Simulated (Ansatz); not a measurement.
# C5H10S: the cost of one run

Computed with Ansatz 0.2.0, Gaussian basis. Level: RKS PBE-D4/def2-SVP.

Levels to be run: relaxation at PBE-D4/def2-SVP; relaxation at PBE0-D4/def2-TZVP; harmonic vibrations at the same level; a single point in def2-TZVPP for the fields.

## Step 1: The system as given

SMILES `CC1CCSC1`, 16 atoms, charge 0, spin multiplicity 1.

Atoms are counted from 1 here; the program's logs count them from 0.

Bond lengths: C1–C2 1.534 Å, C1–H7 1.049 Å, C1–H8 1.074 Å, C1–H9 1.169 Å, C2–C3 1.529 Å, C2–C6 1.535 Å, C2–H10 1.108 Å, C3–C4 1.535 Å, C3–H11 1.080 Å, C3–H12 1.141 Å, C4–S5 1.846 Å, C4–H13 0.987 Å, C4–H14 1.100 Å, S5–C6 1.833 Å, C6–H15 1.108 Å, C6–H16 1.118 Å. Angles: C2–C1–H7 113.2°, C2–C1–H8 108.9°, C2–C1–H9 108.9°, H7–C1–H8 112.3°, H7–C1–H9 108.5°, H8–C1–H9 104.7°, C1–C2–C3 110.8°, C1–C2–C6 114.6°, C1–C2–H10 106.0°, C3–C2–C6 105.3°, C3–C2–H10 110.9°, C6–C2–H10 109.3°, C2–C3–C4 106.6°, C2–C3–H11 110.9°, C2–C3–H12 108.6°, C4–C3–H11 115.6°, C4–C3–H12 107.3°, H11–C3–H12 107.6° and more.

As a file:

```
atom    x (Å)    y (Å)    z (Å)
  C1  -0.1890  -0.2401   1.8713
  C2   0.1857   0.2618   0.4710
  C3   0.3579  -0.9085  -0.4984
  C4   0.7091  -0.2989  -1.8624
  S5  -0.4850   1.1049  -1.9732
  C6  -0.8607   1.1764  -0.1807
  H7   0.5563  -0.8337   2.3108
  H8  -1.1344  -0.7466   1.8171
  H9  -0.3849   0.6809   2.5634
 H10   1.1357   0.8202   0.5905
 H11  -0.5096  -1.5523  -0.4833
 H12   1.2544  -1.5296  -0.1625
 H13   1.6163   0.0737  -1.9707
 H14   0.4084  -1.0142  -2.6424
 H15  -1.8766   0.7632  -0.0235
 H16  -0.8064   2.2200   0.2174
```

The start is a force-field geometry with small random shifts, so a cheaper pass at PBE-D4/def2-SVP comes first.

## Step 2: Optimising with PBE-D4/def2-SVP (cheap first pass)

File in.yaml:

```yaml
crystal:
  periodic: [false, false, false]
  atoms:
    - {symbol: C, position_ang: [-0.189000, -0.240100, 1.871300]}
    - {symbol: C, position_ang: [0.185700, 0.261800, 0.471000]}
    - {symbol: C, position_ang: [0.357900, -0.908500, -0.498400]}
    - {symbol: C, position_ang: [0.709100, -0.298900, -1.862400]}
    - {symbol: S, position_ang: [-0.485000, 1.104900, -1.973200]}
    - {symbol: C, position_ang: [-0.860700, 1.176400, -0.180700]}
    - {symbol: H, position_ang: [0.556300, -0.833700, 2.310800]}
    - {symbol: H, position_ang: [-1.134400, -0.746600, 1.817100]}
    - {symbol: H, position_ang: [-0.384900, 0.680900, 2.563400]}
    - {symbol: H, position_ang: [1.135700, 0.820200, 0.590500]}
    - {symbol: H, position_ang: [-0.509600, -1.552300, -0.483300]}
    - {symbol: H, position_ang: [1.254400, -1.529600, -0.162500]}
    - {symbol: H, position_ang: [1.616300, 0.073700, -1.970700]}
    - {symbol: H, position_ang: [0.408400, -1.014200, -2.642400]}
    - {symbol: H, position_ang: [-1.876600, 0.763200, -0.023500]}
    - {symbol: H, position_ang: [-0.806400, 2.220000, 0.217400]}
basis:
  gaussian: {orbitals: def2-SVP}
hamiltonian: {xc: pbe, dispersion: d4}
relax: {f_tol: 0.03, max_steps: 200}
```

Launch:

```console
$ ansatz run in.yaml --threads 2 --pin off --events-out ev --progress --plain --max-ram 22528MiB --backend cpu
```

What time and memory should one allow on 2 threads of AMD EPYC 7R13, shared host?

About 15 s, with a peak of 0.25 GiB.
